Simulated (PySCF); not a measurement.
Molecular orbitals of SiB

PBE0 at R = 1.961 Å; basis Si 3-21G, B 3-21G; no relativity; PySCF 2.14. State: ⁴Σ⁻ (quartet), unpaired electrons σ ↑, π ↑↑. Only the outer orbitals are listed, counted within each symmetry.

| spin | orbital | occ. | ε (eV) | on Si (%) | main shells (%) |
| --- | --- | --- | --- | --- | --- |
| α | 5σ | 1 | -15.60 | 50 | 46 Si s, 40 B s, 9 B p |
| α | 6σ | 1 | -10.13 | 45 | 51 B s, 39 Si s |
| α | 2π | 1 | -6.80 | 57 | 57 Si p, 43 B p |
| α | 2π | 1 | -6.80 | 57 | 57 Si p, 43 B p |
| α | 7σ | 1 | -6.79 | 43 | 51 B p, 32 Si p, 11 Si s |
| α | 3π | 0 | -1.78 | 43 | 57 B p, 43 Si p |
| α | 3π | 0 | -1.78 | 43 | 57 B p, 43 Si p |
| α | 8σ | 0 | 2.32 | 85 | 80 Si p, 19 B p |
| β | 5σ | 1 | -13.66 | 51 | 47 Si s, 38 B s, 12 B p |
| β | 6σ | 1 | -7.99 | 63 | 44 Si s, 39 B s, 19 Si p |
| β | 2π | 0 | -3.40 | 66 | 66 Si p, 34 B p |
| β | 2π | 0 | -3.40 | 66 | 66 Si p, 34 B p |
| β | 7σ | 0 | -2.46 | 27 | 46 B p, 28 B s, 24 Si p |

Task: Which are the highest filled and the lowest empty level, where do they sit, and how wide is the gap?

Result: Highest filled α 7σ at -6.79 eV (in %: 51 B p, 32 Si p, 11 Si s); lowest empty β 2π at -3.40 eV (in %: 66 Si p, 34 B p); the gap at PBE0 is 3.39 eV.

* bond order (Mayer): 1.71
* ⟨S²⟩: 3.751
* charge on Si (Mulliken, basis-dependent): 0.33
* charge on Si (Löwdin, basis-dependent): 0.16
* dipole moment (positive dipole means Si(−)B(+)): -0.23 D
* polarisability along the bond: 71.5 bohr³
* polarisability across the bond: 27.4 bohr³

3-21G is very small, so such numbers show the basis as much as the molecule. The state is the lowest determinant that a PBE0 search found; another state may lie lower at other levels.
